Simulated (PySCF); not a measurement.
# C4H8F2 ((CH3)2CHCHF2): the cost of one run

Programs: PySCF 2.14.0, with density-fitted response routines of our own. Each step states its level of theory. These are calculated values for one molecule in the gas phase, unless marked as measured. Atoms are numbered from 0 throughout.

## 1. Starting geometry

14 atoms, charge 0, multiplicity 1; geometry from: MMFF94s.

Bonds of the start (Å): C0–C1 1.53, C1–C2 1.53, C1–C3 1.52, C3–F4 1.36, C3–F5 1.36, C0–H6 1.10, C0–H7 1.10, C0–H8 1.10, C1–H9 1.10, C2–H10 1.10, C2–H11 1.10, C2–H12 1.10, C3–H13 1.09.

## 2. Optimising the geometry at PBE0-D3(BJ)/def2-SVP

What the job is given:

```
{"job": {"xc": "PBE0", "basis": "def2-SVP", "d3": "d3bj", "grid": 1, "kind": "geom"}, "charge": 0, "multiplicity": 1}
C     -0.072696     1.460754    -0.143487
C      0.229121    -0.020809    -0.355395
C     -1.070907    -0.808492    -0.517814
C      1.059418    -0.570570     0.798721
F      1.354585    -1.875479     0.574490
F      0.353577    -0.520998     1.955329
H     -0.659754     1.623031     0.766898
H      0.854429     2.036985    -0.055755
H     -0.639426     1.866630    -0.988142
H      0.807773    -0.135156    -1.280043
H     -1.649001    -0.431339    -1.368144
H     -1.698399    -0.733668     0.376799
H     -0.864717    -1.868521    -0.699204
H      1.995997    -0.022368     0.935747
```

Run with:

```console
> OMP_NUM_THREADS=1 python probes_run.py task.json out
```

One launch serves the whole session: the jobs run in the order shown.

Q: Estimate the wall time and peak memory of this first job on 1 thread of Intel Xeon Platinum 8375C at 2.90GHz, shared host.

About 52 s, with a peak of 0.5 GiB.
